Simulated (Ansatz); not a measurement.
Born–Oppenheimer molecular dynamics of C2H7B (10 atoms, charge 0, multiplicity 1). It starts from a relaxed structure.

Theory: RKS PBE-D4/def2-SVP (Ansatz).

```yaml
ensemble: NVT, Nosé–Hoover chain
time_step: 0.5 fs
steps_asked: 100
set_temperature: 300 K
thermostat: time constant 100 fs, chain length 3 (defaults)
seed: 171092
```

First frame:

```xyz
10
Properties=species:S:1:pos:R:3
B 0.056 0.025 0.032
C -0.002 -0.017 1.596
H -0.878 -0.560 2.007
H 0.928 -0.349 2.102
H -0.161 1.050 1.893
C 1.389 -0.002 -0.792
H 1.465 -1.054 -1.166
H 1.365 0.622 -1.709
H 2.315 0.199 -0.216
H -1.001 0.086 -0.585
```

(1) How far do the bonds stretch over the last three quarters of this one trajectory? (Pairs bonded in most of those frames.)

Results:

(1) 
| bond | mean (Å) | spread (Å) | shortest | longest |
| --- | --- | --- | --- | --- |
| B1–C2 | 1.567 | 0.034 | 1.51 | 1.61 |
| B1–C6 | 1.574 | 0.017 | 1.54 | 1.60 |
| B1–H10 | 1.226 | 0.003 | 1.22 | 1.23 |
| C2–H3 | 1.110 | 0.011 | 1.09 | 1.13 |
| C2–H4 | 1.110 | 0.017 | 1.08 | 1.14 |
| C2–H5 | 1.129 | 0.041 | 1.06 | 1.19 |
| C6–H7 | 1.119 | 0.005 | 1.11 | 1.13 |
| C6–H8 | 1.108 | 0.012 | 1.09 | 1.13 |
| C6–H9 | 1.110 | 0.017 | 1.09 | 1.14 |

Mean temperature of the second half: 154 K. The conserved energy stayed within 0.19 meV per atom of its start (net change 0.095 meV per atom), so the integration is sound. The mean temperature of the second half is 49 % below the set value. A run of 0.05 ps of so small a system gives no equilibrium averages.

Run time: 3 min on 1 thread of Arm Neoverse V1 (shared host), peak memory 0.13 GiB.
